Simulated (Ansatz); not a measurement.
`C/N=C(/O)C#N` and `C/N=C/O` differ in one atom or group.

Ansatz, PBE0-D4/def2-TZVP geometries, multiplicity 1. Each molecule was computed in one conformer, which needn't be the lowest.

```json
{"property": "size of the dipole moment (B3LYP/def2-TZVPP) / D", "`C/N=C(/O)C#N`": "3.00"}
{"property": "HOMO–LUMO gap (ωB97M-V/def2-TZVPP) / eV", "`C/N=C(/O)C#N`": "11.26"}
{"property": "HOMO energy (PBE0/def2-TZVPP) / eV", "`C/N=C(/O)C#N`": "-8.39"}
{"property": "size of the dipole moment (PBE/def2-TZVPP) / D", "`C/N=C(/O)C#N`": "3.01"}
{"property": "HOMO energy (ωB97M-V/def2-TZVPP) / eV", "`C/N=C(/O)C#N`": "-10.62"}
{"property": "LUMO energy (PBE0/def2-TZVPP) / eV", "`C/N=C(/O)C#N`": "-1.60"}
```

Problem. What does the change do to each property? (Estimate.)

Solution. Computed: 
```csv
property,`C/N=C/O`,shift
size of the dipole moment (B3LYP/def2-TZVPP) / D,0.75,-2.25
HOMO–LUMO gap (ωB97M-V/def2-TZVPP) / eV,12.69,1.43
HOMO energy (PBE0/def2-TZVPP) / eV,-7.62,0.77
size of the dipole moment (PBE/def2-TZVPP) / D,0.63,-2.38
HOMO energy (ωB97M-V/def2-TZVPP) / eV,-9.90,0.72
LUMO energy (PBE0/def2-TZVPP) / eV,0.56,2.16
```

With PBE0 the HOMO rises by 0.77 eV and the LUMO rises by 2.16 eV, so the gap widens by about 1.39 eV. PBE moves the HOMO by 0.82 eV and ωB97M-V by 0.72 eV. Dipoles are sizes alone; their direction can turn.

B3LYP here is the variant with VWN-RPA as its local correlation; programs differ in this.
